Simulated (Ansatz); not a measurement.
Zinc-blende ZnSe, relaxed in Ansatz (plane waves) with several semilocal functionals. Each gives its own volume and its own bulk modulus:

```
level         V0 (Å³/atom)  bulk modulus (GPa)   ln V0   ln B0
------------  ------------  ------------------  ------  ------
LDA                 21.568               71.62  3.0712  4.2714
r²SCAN+rVV10        22.425               68.01  3.1102  4.2197
PBE-D3(BJ)          22.604               63.29  3.1181  4.1477
rVV10               23.767               57.26  3.1683  4.0476
revPBE              24.225               51.84  3.1874  3.9482
BLYP                24.943               48.38  3.2166  3.8791
```

**Question.** Fit a straight line to ln B0 against ln V0. What does it predict for r²SCAN-D4, whose volume is 22.473 Å³/atom?

**Answer.** With x = ln V0 and y = ln B0: means 3.14530 and 4.08562; Σ(Δx Δy) = -0.04155, Σ(Δx²) = 0.01485, so the slope is -2.80. At x = 3.1123 the line gives y = 4.08562 + (-2.80) × (3.1123 − 3.14530) = 4.1780, or 65.24 GPa. The run with r²SCAN-D4 gives 67.24 GPa, +3.1 % from the line. The rows used scatter about it by up to 3.6 %, while the largest value lies 48 % above the smallest.

Measured: 62.4 GPa (measured, temperature not stated, not corrected to a static lattice, our sources range from 62.4 to 69.3; as tabulated in Toher et al. (2017), arXiv:1611.05714).

Ansatz's density-functional and Hartree–Fock values are scalar-relativistic unless marked +SOC, with PAW data made under PBE.

Ansatz is a quantum-chemistry and plane-wave program.
